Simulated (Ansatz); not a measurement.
**SiOF (quartet): the correlation ladder, def2-QZVPP**

An exercise on one series of results from a longer session: the logs are not shown, and one member is left open.

Program: Ansatz 0.2.0, Gaussian basis. Level of theory: def2-QZVPP, core rule «outside noble gas», up to 7 orbitals frozen. These are calculated values, not measurements.

Plan: UHF; ROHF; CCSD(T) on UHF.

**What is computed**

The geometry is a PBE0/def2-TZVP stationary point (not a proven minimum).

3 atoms, charge 0, spin multiplicity 4.

Atoms are counted from 1 here; the program's logs count them from 0.

Bond lengths: F1–Si3 1.602 Å, O2–Si3 1.725 Å. Angles: F1–Si3–O2 115.7°.

The first run:

Contents of in.yaml:

```yaml
crystal:
  periodic: [false, false, false]
  atoms:
    - {symbol: F, position_ang: [0.000000, 0.390347, 1.310206]}
    - {symbol: O, position_ang: [0.000000, 0.397529, -1.506653]}
    - {symbol: Si, position_ang: [0.000000, -0.490510, -0.027996]}
basis:
  gaussian: {orbitals: "def2-QZVPP.json"}
magnetization: {spin_polarized: true, initial_magnetization: 3}
hamiltonian: {xc: hf}
output: {orbitals: {seedname: orbitals}}
```

Started as:

```bash
> ansatz run in.yaml --threads 1 --pin off --events-out ev --progress --plain --max-ram 2393MiB
```

Among the steps run: UHF; ROHF; CCSD(T) on UHF.

One table of the session follows, with a row left open; its other results are not shown here.

| method | from UCCSD(T) (kJ/mol) |
| --- | --- |
| ROHF | ? |
| UHF | +1521.9 |
| UMP2 | +85.9 |
| UCCSD | +52.2 |
| UCCSD(T) | 0 |

**Question.** Estimate the row for ROHF.

As computed: from UCCSD(T) (kJ/mol): +1540.6. In the column «from UCCSD(T) (kJ/mol)» it is the highest.
